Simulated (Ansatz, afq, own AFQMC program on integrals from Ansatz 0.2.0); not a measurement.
# SiNH₂+ (singlet): AFQMC on the coupled-cluster ladder, cc-pVTZ

How near does AFQMC come to the top of the ladder for SiNH₂+ (singlet)?

Method: cc-pVTZ, frozen cores; program: Ansatz 0.2.0, Gaussian basis, and an in-house AFQMC program (afq) on its integrals; all values are calculated.

To be run: PBE (unrestricted); CCSD(T) on RHF; r2SCAN (unrestricted); PBE0 (unrestricted); B3LYP (unrestricted); CCSDT(Q) on RHF; wB97M-V (unrestricted); B2PLYP (unrestricted); Phaseless AFQMC, CISD trial on RHF; UHF.

1 further run of the same task is left out (it didn't finish).

## (1) What is computed

The geometry is a PBE0/def2-TZVP stationary point (not a proven minimum) of the parent state, kept for this charge and spin.

4 atoms, charge 1, spin multiplicity 1.

Atoms are counted from 1 here; the program's logs count them from 0.

Bond lengths: Si1–N2 1.705 Å, N2–H3 1.010 Å, N2–H4 1.010 Å. Angles: Si1–N2–H3 124.3°, Si1–N2–H4 124.3°, H3–N2–H4 111.4°.

As a file:

```csv
atom,x (Å),y (Å),z (Å)
Si1,0.0000,0.0000,0.6455
N2,0.0000,0.0000,-1.0599
H3,0.0000,0.8350,-1.6290
H4,0.0000,-0.8350,-1.6290
```

## (2) PBE (unrestricted)

Input file in.yaml:

```yaml
crystal:
  periodic: [false, false, false]
  atoms:
    - {symbol: Si, position_ang: [0.000000, 0.000000, 0.645532]}
    - {symbol: N, position_ang: [0.000000, 0.000000, -1.059936]}
    - {symbol: H, position_ang: [0.000000, 0.834992, -1.628999]}
    - {symbol: H, position_ang: [0.000000, -0.834993, -1.628999]}
basis:
  gaussian: {orbitals: cc-pVTZ}
total_charge: 1
magnetization: {spin_polarized: true, initial_magnetization: 0}
hamiltonian: {xc: {name: PBE}}
output: {orbitals: {seedname: orbitals}}
```

The run is started by

```console
$ ansatz run in.yaml --threads 1 --pin off --events-out ev --progress --plain --max-ram 5632MiB --backend cpu
```

What it wrote:

```text
Functional definition: PBE
  name "PBE"
  cite "Perdew, Burke & Ernzerhof, Phys. Rev. Lett. 77, 3865 (1996) doi:10.1103/PhysRevLett.77.3865"
  parent pbe
  parameter kappa = 0.804
  parameter beta = 0.06672455060314922
  exchange = pbe_x(kappa = kappa, mu = beta*pi^2/3)
  correlation = pbe_c(beta = beta)
570 factors; their error is unknown
mean field evaluation 1: about -9362.3818 eV, gradient 8.1e1 eV
mean field evaluation 2: about -9213.9727 eV, gradient 1.3e2 eV
mean field evaluation 4: about -9386.0551 eV, gradient 1.3e1 eV
mean field evaluation 8: about -9387.0935 eV, gradient 9.0e-2 eV
mean field evaluation 16: about -9387.0702 eV, gradient 4.8e-5 eV
mean field -9387.07023217 eV, -344.9684682477 hartree, gradient 4.8e-5 eV, S^2 0.000000; 0 other end points of the search recorded, 0 dependent functions left out
reference -9387.07025996 eV, -344.9684692686 hartree; 11, 11 occupied and 81, 81 virtual orbitals, 570 factors
Total energy: -9387.07025996 eV, -344.9684692686 hartree
```

It took 1.1 s on 1 thread of AMD EPYC 7R13 (Zen 3), shared host; peak memory 1.7 GiB.

From the report: ⟨S²⟩ of the determinant 0.000 (pure singlet: 0.00).

## (3) CCSD(T) on RHF

Changes to in.yaml since step 2:

```diff
@@ -10,4 +10,3 @@
 total_charge: 1
-magnetization: {spin_polarized: true, initial_magnetization: 0}
-hamiltonian: {xc: {name: PBE}}
-output: {orbitals: {seedname: orbitals}}
+magnetization: {spin_polarized: false}
+correlation: {method: ccsd_t, electrons: outside_noble_gas, hamiltonian_folder: ham}
```

The run is started by

```console
$ ansatz run in.yaml --threads 1 --pin off --events-out ev --progress --plain --max-ram 16896MiB --backend cuda --devices 0, --max-vram 18GiB
```

What it wrote, cut to the lines that bear on the results:

```text
Functional definition: HF
  name "HF"
  cite "Fock, Z. Phys. 61, 126 (1930) doi:10.1007/BF01340294"
  parent pbe
[...]
541 factors; integrals over basis functions are off by at most 1.5e-3 eV
[...]
mean field -9369.28138544 eV, -344.3147401881 hartree, gradient 3.7e-6 eV, S^2 0.000000; 0 other end points of the search recorded, 0 dependent functions left out
6 core orbitals not correlated: weight in the atoms' cores, before any rotation towards them, 1.000 or more for the frozen orbitals, at most 0.000 for the correlated occupied ones
reference -9369.28138544 eV, -344.3147401881 hartree; 5, 5 occupied and 81, 81 virtual orbitals, 541 factors
second order -7.82333172 eV of doubles, -0.00000000 eV of singles
cycle   1  -8.05087958 eV  change   -2.3e-1 eV  update   7.7e-2
[...]
cycle  10  -8.37008058 eV  change    7.0e-6 eV  update   6.0e-6
perturbative correction -0.34414781 eV, -0.0126471987 hartree
Total energy: -9377.99561383 eV, -344.6349821746 hartree
```

Wall time 3.2 s (1 × NVIDIA H100 80GB HBM3 with 1 thread of AMD EPYC 7R13 (Zen 3), shared host); peak host memory 1.7 GiB.

From the report: correlation -8.7142 eV; T1 0.017; largest double amplitude 0.10.

This run also writes the integrals to the folder ham.

## (4) r2SCAN (unrestricted)

Changes to in.yaml since step 3:

```diff
@@ -10,3 +10,3 @@
 total_charge: 1
-magnetization: {spin_polarized: false}
-correlation: {method: ccsd_t, electrons: outside_noble_gas, hamiltonian_folder: ham}
+magnetization: {spin_polarized: true, initial_magnetization: 0}
+hamiltonian: {xc: {name: r2SCAN}}
```

The run is started by

```console
$ ansatz run in.yaml --threads 1 --pin off --events-out ev --progress --plain --max-ram 5632MiB --backend cpu
```

What it wrote:

```text
Functional definition: r2SCAN
  name "r2SCAN"
  cite "Furness, Kaplan, Ning, Perdew & Sun, J. Phys. Chem. Lett. 11, 8208 (2020) doi:10.1021/acs.jpclett.0c02405"
  cite "Furness, Kaplan, Ning, Perdew & Sun, J. Phys. Chem. Lett. 11, 9248 (2020) doi:10.1021/acs.jpclett.0c03077"
  parent r2scan
  parameter k0 = 0.174
  parameter k1 = 0.065
  parameter a1 = 4.9479
  exchange = r2scan_x(k0 = k0, k1 = k1, a1 = a1)
  correlation = r2scan_c
570 factors; their error is unknown
mean field evaluation 1: about -9370.0242 eV, gradient 7.5e1 eV
mean field evaluation 2: about -9243.2757 eV, gradient 1.3e2 eV
mean field evaluation 4: about -9390.5130 eV, gradient 1.1e1 eV
mean field evaluation 8: about -9391.1742 eV, gradient 1.3e-1 eV
mean field evaluation 16: about -9389.6813 eV, gradient 5.9e0 eV
mean field -9391.17425320 eV, -345.1192882386 hartree, gradient 2.2e-5 eV, S^2 0.000000; 1 other end points of the search recorded, 0 dependent functions left out
reference -9391.17426305 eV, -345.1192886007 hartree; 11, 11 occupied and 81, 81 virtual orbitals, 570 factors
Total energy: -9391.17426305 eV, -345.1192886007 hartree
```

It took 2.3 s on 1 thread of AMD EPYC 7R13 (Zen 3), shared host; peak memory 1.7 GiB.

From the report: ⟨S²⟩ of the determinant 0.000 (pure singlet: 0.00).

## (5) PBE0 (unrestricted)

Changes to in.yaml since step 4:

```diff
@@ -11,2 +11,3 @@
 magnetization: {spin_polarized: true, initial_magnetization: 0}
-hamiltonian: {xc: {name: r2SCAN}}
+hamiltonian: {xc: {name: PBE0}}
+output: {orbitals: {seedname: orbitals}}
```

The command is unchanged.

What it wrote:

```text
Functional definition: PBE0
  name "PBE0"
  cite "Adamo & Barone, J. Chem. Phys. 110, 6158 (1999) doi:10.1063/1.478522"
  cite "Perdew, Burke & Ernzerhof, Phys. Rev. Lett. 77, 3865 (1996) doi:10.1103/PhysRevLett.77.3865"
  parent pbe
  parameter a = 0.25
  parameter kappa = 0.804
  parameter beta = 0.06672455060314922
  exchange = (1 - a)*pbe_x(kappa = kappa, mu = beta*pi^2/3) + a*exact_x
  correlation = pbe_c(beta = beta)
582 factors; their error is unknown
mean field evaluation 1: about -9369.1080 eV, gradient 7.0e1 eV
mean field evaluation 2: about -9297.4360 eV, gradient 1.2e2 eV
mean field evaluation 4: about -9387.5885 eV, gradient 5.4e0 eV
mean field evaluation 8: about -9387.7646 eV, gradient 1.1e-1 eV
mean field evaluation 16: about -9387.7646 eV, gradient 2.4e-5 eV
mean field -9387.76462393 eV, -344.9939866742 hartree, gradient 2.4e-5 eV, S^2 0.000000; 0 other end points of the search recorded, 0 dependent functions left out
reference -9387.76464464 eV, -344.9939874350 hartree; 11, 11 occupied and 81, 81 virtual orbitals, 582 factors
Total energy: -9387.76464464 eV, -344.9939874350 hartree
```

Run time: 1.2 s. Hardware: 1 thread of AMD EPYC 7R13 (Zen 3), shared host; peak memory 1.7 GiB.

From the report: ⟨S²⟩ of the determinant 0.000 (pure singlet: 0.00).

## (6) B3LYP (unrestricted)

Changes to in.yaml since step 5:

```diff
@@ -11,3 +11,2 @@
 magnetization: {spin_polarized: true, initial_magnetization: 0}
-hamiltonian: {xc: {name: PBE0}}
-output: {orbitals: {seedname: orbitals}}
+hamiltonian: {xc: {name: B3LYP}}
```

Launched as before.

What it wrote, cut to the lines that bear on the results:

```text
Functional definition: B3LYP
  name "B3LYP"
  cite "Stephens, Devlin, Chabalowski & Frisch, J. Phys. Chem. 98, 11623 (1994) doi:10.1021/j100096a001"
  cite "Becke, Phys. Rev. A 38, 3098 (1988) doi:10.1103/PhysRevA.38.3098"
  cite "Lee, Yang & Parr, Phys. Rev. B 37, 785 (1988) doi:10.1103/PhysRevB.37.785"
  cite "Vosko, Wilk & Nusair, Can. J. Phys. 58, 1200 (1980) doi:10.1139/p80-159"
[...]
579 factors; their error is unknown
[...]
mean field -9393.55899969 eV, -345.2069260555 hartree, gradient 2.6e-5 eV, S^2 0.000000; 0 other end points of the search recorded, 0 dependent functions left out
reference -9393.55917710 eV, -345.2069325755 hartree; 11, 11 occupied and 81, 81 virtual orbitals, 579 factors
Total energy: -9393.55917710 eV, -345.2069325755 hartree
```

Run time: 1.3 s. Hardware: 1 thread of AMD EPYC 7R13 (Zen 3), shared host; peak memory 1.7 GiB.

From the report: ⟨S²⟩ of the determinant 0.000 (pure singlet: 0.00).

## (7) CCSDT(Q) on RHF

Changes to in.yaml since step 6:

```diff
@@ -10,3 +10,3 @@
 total_charge: 1
-magnetization: {spin_polarized: true, initial_magnetization: 0}
-hamiltonian: {xc: {name: B3LYP}}
+magnetization: {spin_polarized: false}
+correlation: {method: ccsdt_q, electrons: outside_noble_gas}
```

The run is started by

```console
$ ansatz run in.yaml --threads 1 --pin off --events-out ev --progress --plain --max-ram 16896MiB --backend cuda --devices 0, --max-vram 18GiB
```

What it wrote, cut to the lines that bear on the results:

```text
Functional definition: HF
  name "HF"
  cite "Fock, Z. Phys. 61, 126 (1930) doi:10.1007/BF01340294"
  parent pbe
[...]
1160 factors; integrals over basis functions are off by at most 2.1e-7 eV
[...]
mean field -9369.28139809 eV, -344.3147406527 hartree, gradient 3.4e-6 eV, S^2 0.000000; 0 other end points of the search recorded, 0 dependent functions left out
6 core orbitals not correlated: weight in the atoms' cores, before any rotation towards them, 1.000 or more for the frozen orbitals, at most 0.000 for the correlated occupied ones
reference -9369.28139809 eV, -344.3147406527 hartree; 5, 5 occupied and 81, 81 virtual orbitals, 1160 factors
second order -7.82336278 eV of doubles, -0.00000000 eV of singles
cycle   1  -8.05086701 eV  change   -2.3e-1 eV  update   9.0e-2
[...]
cycle  14  -8.72827075 eV  change    7.5e-7 eV  update   1.1e-6
perturbative correction -0.02242587 eV, -0.0008241354 hartree
Total energy: -9378.03209470 eV, -344.6363228219 hartree
```

Wall time 6 s (1 × NVIDIA H100 80GB HBM3 with 1 thread of AMD EPYC 7R13 (Zen 3), shared host); peak host memory 1.7 GiB.

From the report: correlation -8.7507 eV; T1 0.019; largest double amplitude 0.11.

## (8) wB97M-V (unrestricted)

Changes to in.yaml since step 7:

```diff
@@ -10,3 +10,4 @@
 total_charge: 1
-magnetization: {spin_polarized: false}
-correlation: {method: ccsdt_q, electrons: outside_noble_gas}
+magnetization: {spin_polarized: true, initial_magnetization: 0}
+hamiltonian: {xc: {name: wB97M-V}}
+output: {orbitals: {seedname: orbitals}}
```

The run is started by

```console
$ ansatz run in.yaml --threads 1 --pin off --events-out ev --progress --plain --max-ram 5632MiB --backend cpu
```

What it wrote, cut to the lines that bear on the results:

```text
Functional definition: wB97M-V
  name "wB97M-V"
  cite "Mardirossian & Head-Gordon, J. Chem. Phys. 144, 214110 (2016) doi:10.1063/1.4952647"
  cite "Becke, J. Chem. Phys. 107, 8554 (1997) doi:10.1063/1.475007"
  cite "Vydrov & Van Voorhis, J. Chem. Phys. 133, 244103 (2010) doi:10.1063/1.3521275"
  # Of w^i u^j: cxij and so on, Table III.
[...]
  gx(w, u) = 1 - cx + cx01*u + cx10*w
  gss(w, u) = css00 + css04*u^4 + css10*w + css20*w^2 + css43*w^4*u^3
  gos(w, u) = cos00 + cos10*w + (cos20 + cos21*u)*w^2 + (cos60 + cos61*u)*w^6
[...]
      + integral(e_c_pw_mod_opposite_spin*gos(b97_w_opposite, b97_u_opposite)) + vv10(b, c)
579 factors; their error is unknown
121 factors; integrals over basis functions are off by at most 9.6e-5 eV
[...]
mean field -9392.05015473 eV, -345.1514770260 hartree, gradient 7.8e-6 eV, S^2 0.000000; 0 other end points of the search recorded, 0 dependent functions left out
reference -9392.05018793 eV, -345.1514782463 hartree; 11, 11 occupied and 81, 81 virtual orbitals, 579 factors
Total energy: -9392.05018793 eV, -345.1514782463 hartree
```

It took 3.9 s on 1 thread of AMD EPYC 7R13 (Zen 3), shared host; peak memory 1.7 GiB.

From the report: ⟨S²⟩ of the determinant 0.000 (pure singlet: 0.00).

## (9) B2PLYP (unrestricted)

Changes to in.yaml since step 8:

```diff
@@ -11,3 +11,3 @@
 magnetization: {spin_polarized: true, initial_magnetization: 0}
-hamiltonian: {xc: {name: wB97M-V}}
-output: {orbitals: {seedname: orbitals}}
+hamiltonian: {xc: {name: B2PLYP}}
+correlation: {electrons: outside_noble_gas}
```

The command is unchanged.

What it wrote, cut to the lines that bear on the results:

```text
Functional definition: B2PLYP
  name "B2PLYP"
  cite "Grimme, J. Chem. Phys. 124, 034108 (2006) doi:10.1063/1.2148954"
  cite "Becke, Phys. Rev. A 38, 3098 (1988) doi:10.1103/PhysRevA.38.3098"
  cite "Lee, Yang & Parr, Phys. Rev. B 37, 785 (1988) doi:10.1103/PhysRevB.37.785"
[...]
541 factors; integrals over basis functions are off by at most 1.5e-3 eV
[...]
mean field -9386.03927125 eV, -344.9305811326 hartree, gradient 1.6e-6 eV, S^2 0.000000; 2 other end points of the search recorded, 0 dependent functions left out
6 core orbitals not correlated: weight in the atoms' cores, before any rotation towards them, 1.000 or more for the frozen orbitals, at most 0.000 for the correlated occupied ones
reference -9386.03938337 eV, -344.9305852528 hartree; 5, 5 occupied and 81, 81 virtual orbitals, 541 factors
second order -9.63287013 eV of doubles, -0.00000000 eV of singles
Total energy: -9388.64025831 eV, -345.0261656438 hartree
```

Wall time 3 s (1 thread of AMD EPYC 7R13 (Zen 3), shared host); peak memory 1.8 GiB.

From the report: ⟨S²⟩ of the determinant 0.000 (pure singlet: 0.00).

## (10) Phaseless AFQMC, CISD trial on RHF

It reads the integrals that the CCSD(T) run on this determinant wrote.

The run is started by

```console
$ afq ham --method phaseless --trial cisd --walkers 1800 --populations 20 --least-time 60 --time-step 0.005 --steps-per-block 50 --equilibration-blocks 28 --max-blocks 4000 --target-error 0.00019 --factor-cut 1e-05 --seed 9924 --release-times 0.24,0.5,1,1.5 --release-step 0.02 --release-every 3 --taylor-order 6
```

What it wrote:

```text
orbitals 86  electrons 5 5  factors 534 of 541
reference energy -344.31474019 Eh
CCSD correlation -0.30759495 Eh in 11 cycles, weight of the determinant in the CISD state 0.8746
energy of the start -344.622327 Eh
 block  time / (1/Eh)  mean weight  energy / Eh
     1     0.250  0.9995  -344.620739
     2     0.500  1.0004  -344.625075
     3     0.750  1.0001  -344.627486
     4     1.000  0.9996  -344.629208
     5     1.250  1.0000  -344.631090
     6     1.500  0.9998  -344.632374
     7     1.750  1.0000  -344.633023
     8     2.000  0.9997  -344.633196
     9     2.250  0.9997  -344.632541
    10     2.500  1.0000  -344.635865
    13     3.250  0.9996  -344.635209
    17     4.250  0.9999  -344.633520
    21     5.250  0.9997  -344.634838
    25     6.250  0.9995  -344.636339
    29     7.250  1.0004  -344.641507
    33     8.250  0.9996  -344.637050
    37     9.250  0.9995  -344.638237
    41    10.250  0.9998  -344.635084
    45    11.250  1.0000  -344.635370
    49    12.250  1.0001  -344.636040
    53    13.250  0.9995  -344.636137
    57    14.250  0.9994  -344.635522
    61    15.250  1.0004  -344.636168
    65    16.250  1.0011  -344.638236
    69    17.250  1.0001  -344.636865
    73    18.250  1.0005  -344.636562
    77    19.250  1.0003  -344.637274
    81    20.250  1.0006  -344.633778
    85    21.250  0.9995  -344.635753
    89    22.250  0.9999  -344.637709
    93    23.250  1.0000  -344.638474
    97    24.250  0.9999  -344.635816
   101    25.250  1.0006  -344.635678
   105    26.250  0.9998  -344.636835
   109    27.250  1.0002  -344.635978
   113    28.250  0.9999  -344.636190
   117    29.250  1.0006  -344.638624
   121    30.250  1.0000  -344.637030
   125    31.250  0.9993  -344.635834
   129    32.250  0.9997  -344.636212
   133    33.250  0.9999  -344.636315
   137    34.250  0.9994  -344.634422
   141    35.250  0.9998  -344.634441
   145    36.250  1.0002  -344.636600
   149    37.250  1.0004  -344.638685
   153    38.250  1.0004  -344.635346
   157    39.250  1.0003  -344.634045
   161    40.250  0.9995  -344.636071
   165    41.250  1.0003  -344.636948
error from the spread of 20 populations
released: time / (1/Eh)  energy / Eh  error  mean overlap
  0.24  -344.636421  0.000210  0.9975
  0.50  -344.636292  0.000194  0.9954
  1.00  -344.636130  0.000151  0.9954
  1.50  -344.636514  0.000161  0.9867
energy -344.636116 +/- 0.000188 Eh
```

It took 2 min on 1 × NVIDIA H100 80GB HBM3 with 2 threads of AMD EPYC 7R13 (Zen 3), shared host; peak host memory 1.8 GiB.

Energy -9378.0265 ± 0.0051 eV. Caveats: constraint bias not in the error.

## (11) UHF

Changes to in.yaml since step 9:

```diff
@@ -11,3 +11,3 @@
 magnetization: {spin_polarized: true, initial_magnetization: 0}
-hamiltonian: {xc: {name: B2PLYP}}
-correlation: {electrons: outside_noble_gas}
+hamiltonian: {xc: hf}
+output: {orbitals: {seedname: orbitals}}
```

The run is started by

```console
$ ansatz run in.yaml --threads 1 --pin off --events-out ev --progress --plain --max-ram 16896MiB --backend cuda --devices 0, --max-vram 18GiB
```

What it wrote:

```text
Functional definition: HF
  name "HF"
  cite "Fock, Z. Phys. 61, 126 (1930) doi:10.1007/BF01340294"
  parent pbe
  exchange = exact_x
  correlation = 0
694 factors; their error is unknown
mean field evaluation 1: about -9360.6581 eV, gradient 4.6e1 eV
mean field evaluation 2: about -9364.3047 eV, gradient 3.3e1 eV
mean field evaluation 4: about -9369.0702 eV, gradient 5.6e-1 eV
mean field evaluation 8: about -9369.2810 eV, gradient 1.9e-1 eV
mean field evaluation 16: about -9369.2811 eV, gradient 6.9e-6 eV
mean field evaluation 32: about -9357.7697 eV, gradient 1.3e1 eV
mean field evaluation 64: about -9366.0010 eV, gradient 9.7e0 eV
mean field -9369.28106551 eV, -344.3147284307 hartree, gradient 6.4e-6 eV, S^2 0.000000; 0 other end points of the search recorded, 0 dependent functions left out
reference -9369.28106551 eV, -344.3147284307 hartree; 11, 11 occupied and 81, 81 virtual orbitals, 694 factors
Total energy: -9369.28106551 eV, -344.3147284307 hartree
```

It took 2.5 s on 1 × NVIDIA H100 80GB HBM3 with 1 thread of AMD EPYC 7R13 (Zen 3), shared host; peak host memory 1.8 GiB.

From the report: ⟨S²⟩ of the determinant 0.000 (pure singlet: 0.00).

## (12) AFQMC on the ladder

On the RHF determinant, counted from CCSDT(Q) (a yardstick, not exact):

```csv
level,energy (eV),from CCSDT(Q) (kJ/mol),statistical error (kJ/mol),time
HF,-9369.2814,+844.3,,
MP2,-9377.1047,+89.5,,
CCSD,-9377.6515,+36.7,,
CCSD(T),-9377.9956,+3.5,,
CCSDT(Q),-9378.0321,0.0,,
"Phaseless AFQMC, CISD trial, step 0.005, 1800 walkers",-9378.0265,+0.5,0.5,2 min
```

The functionals' totals stand on their own zeros and serve differences with other points: PBE -9387.070 eV; r2SCAN -9391.174 eV; PBE0 -9387.765 eV; B3LYP -9393.559 eV; wB97M-V -9392.050 eV; B2PLYP -9388.640 eV.

## (13) Summary of results

| quantity | value |
| --- | --- |
| CCSD(T) on RHF from CCSDT(Q) | +3.5 kJ/mol |
| Phaseless AFQMC, CISD trial on RHF from CCSDT(Q) | +0.5 ± 0.5 kJ/mol |

On RHF the phaseless walk with the CISD trial lies +0.5 kJ/mol from CCSDT(Q), within three error bars. Error bars are statistical and leave out the constraint, the time step and what remains of the start.
